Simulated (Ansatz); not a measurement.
## Li: which structure is lowest?

Level of theory: Ansatz, DFT, r2SCAN, plane waves (500 eV) with PAW, scalar-relativistic. The PAW files were generated under PBE, with cores re-solved for the functional.

Each structure is relaxed within its own symmetry, so a high-lying one may be dynamically unstable.

| structure | ΔE (meV/atom) | V (Å³/atom) | cell | magnetic state |
| --- | --- | --- | --- | --- |
| fcc | -2 | 20.98 | a = 4.378 Å | spin not included |
| hcp | -2 | 21.00 | a = 3.098 Å, c = 5.053 Å (c/a = 1.631) | spin not included |
| dhcp | -1 | 21.00 | a = 3.099 Å, c = 10.098 Å (c/a = 3.259) | spin not included |
| 9R | -1 | 20.99 | a = 3.104 Å, c = 22.638 Å (c/a = 7.292) | spin not included |
| bcc | 0 | 21.00 | a = 3.476 Å | spin not included |
| omega (AlB2-type) | 12 | 21.03 | a = 4.992 Å, c = 2.923 Å (c/a = 0.586) | spin not included |
| A15 | 16 | 21.02 | a = 5.520 Å | spin not included |
| simple cubic | 120 | 21.14 | a = 2.765 Å | spin not included |
| diamond | 524 | 26.17 | a = 5.938 Å | spin not included |

ΔE counts from bcc.

Differences under about 8 meV lie within the error of the k-point mesh.
